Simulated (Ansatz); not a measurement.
Results of HSE06-D3(BJ) in Ansatz (plane waves, PAW) for zinc-blende HgSe.

Run with plane-wave cutoff 460 eV, 8×8×8 k mesh, Fermi–Dirac smearing 0.01 eV, scalar-relativistic PAW data made under PBE.

Pressure at four volumes; x = ln(V/28.063 Å³). One pressure is withheld.

```tsv
V (Å³/atom)	x	P (GPa)
26.659	-0.0513	?
27.361	-0.0253	1.81
28.063	0.0000	0.22
29.466	0.0488	-2.35
```

**Question.** Pass a parabola P(x) through the three rows shown, estimate the bulk modulus and its pressure derivative near zero pressure, and predict the withheld pressure.

**Answer.** Slopes between the rows: (0.22 − (1.81))/(0.0000 − (-0.0253)) = -62.85 and (-2.35 − (0.22))/(0.0488 − (0.0000)) = -52.66 GPa. Their difference over the span 0.0741 is c = 10.19/0.0741 = 137.5 GPa, so P(x) = 1.81 + (-62.85)(x − (-0.0253)) + 137.5 (x − (-0.0253))(x − (0.0000)). At the middle row B = −dP/dx = −[-62.85 + 137.5 × 0.0253] = 59.4 GPa, and B′ = dB/dP = 2c/B = 4.6. At x = -0.0513 the parabola gives 3.63 GPa; the run gives 3.66 GPa. The Birch–Murnaghan fit to the energies at all volumes has B0 = 58.2 GPa and B′ = 4.8.

Measured, for comparison: bulk modulus 50 GPa (temperature not stated, no zero-point or thermal correction, our sources range from 48.5 to 51.6; as tabulated in Toher et al. (2017), arXiv:1611.05714). Computed (rounded) less measured: bulk modulus +16 % (+13 % to +20 % over the range).

Spin–orbit coupling is not included; it can open a gap where bands touch, and shift volumes and moduli.

Ansatz is a program for electronic structure.
